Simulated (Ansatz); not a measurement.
**AlC (quartet): wave-function methods side by side, cc-pVDZ**

Aim: climb from Hartree-Fock through coupled cluster and multireference methods for AlC (quartet) at one geometry and basis, and see what each rung misses.

Program: Ansatz 0.2.0, Gaussian basis. Level of theory: cc-pVDZ, core rule «outside noble gas», up to 6 orbitals frozen. These are calculated values, not measurements.

Plan: UHF; CCSD(T) on ROHF; CCSD(T) on UHF; BCCD(T) on ROHF; CISD; CCSDT(Q) on ROHF; CCSDT(Q) on UHF; CASSCF and MRCISD+Q, 7 electrons in 8 orbitals; CASSCF and NEVPT2, 7 electrons in 8 orbitals; Full CI.

11 further runs of the same task are left out: 4 that didn't finish, 7 set aside as unsound or not needed.

**1. The geometry**

The geometry is a PBE0/def2-TZVP stationary point (not a proven minimum) of the parent state, kept for this charge and spin.

2 atoms, charge 0, spin multiplicity 4.

Atoms are counted from 1 here; the program's logs count them from 0.

Bond lengths: Al1–C2 1.956 Å.

**2. UHF**

The input, in.yaml:

```yaml
crystal:
  periodic: [false, false, false]
  atoms:
    - {symbol: Al, position_ang: [0.000000, 0.000000, 0.000000]}
    - {symbol: C, position_ang: [0.000000, 0.000000, 1.955903]}
basis:
  gaussian: {orbitals: cc-pVDZ}
magnetization: {spin_polarized: true, initial_magnetization: 3}
hamiltonian: {xc: hf}
output: {orbitals: {seedname: orbitals}}
```

Started as:

```
$ ansatz run in.yaml --threads 1 --pin off --events-out ev --progress --plain --max-ram 2393MiB
```

After this run come: CCSD(T) on ROHF; CCSD(T) on UHF; BCCD(T) on ROHF; CISD; CCSDT(Q) on ROHF; CCSDT(Q) on UHF; CASSCF and MRCISD+Q, 7 electrons in 8 orbitals; CASSCF and NEVPT2, 7 electrons in 8 orbitals; Full CI.

**Question.** What will the summary of the whole plan be? Wanted: FCI below the RHF energy; RMP2 from FCI; UMP2 from FCI; RCCSD from FCI; RCCSD(T) from FCI; UCCSD(T) from FCI; RCCSDT(Q) from FCI; UCCSDT(Q) from FCI; NEVPT2 valence from FCI.

As calculated:

```
                         quantity                                                   value
         FCI below the RHF energy                                              -3.9403 eV
                    RMP2 from FCI                                             +1069.6 meV
                    UMP2 from FCI                                             +1053.4 meV
                   RCCSD from FCI                                              +171.6 meV
                RCCSD(T) from FCI                                               +49.3 meV
                UCCSD(T) from FCI                                               +48.1 meV
               RCCSDT(Q) from FCI                                                +0.3 meV
               UCCSDT(Q) from FCI                                                -1.4 meV
          NEVPT2 valence from FCI                                              +604.7 meV
        MRCISD+Q valence from FCI                                               +19.5 meV
levels within 1 kcal/mol (43 meV)  RCCSDT, UCCSDT, RCCSDT(Q), UCCSDT(Q), MRCISD+Q valence
                    T1 diagnostic                                                   0.048
   effectively unpaired electrons                                                    3.10
```

In words: RCCSD(T) lands +49.3 meV from the yardstick (1.3 % of the correlation energy). The occupations are near whole numbers, but T1 = 0.048 shows that the orbitals relax strongly. Of the multireference levels listed MRCISD+Q valence comes nearest in total energy (+19.5 meV), which doesn't show that its space is the better one. These misses are within one basis, not against nature; the frozen cores of restricted and unrestricted runs differ, which can shift their rows.
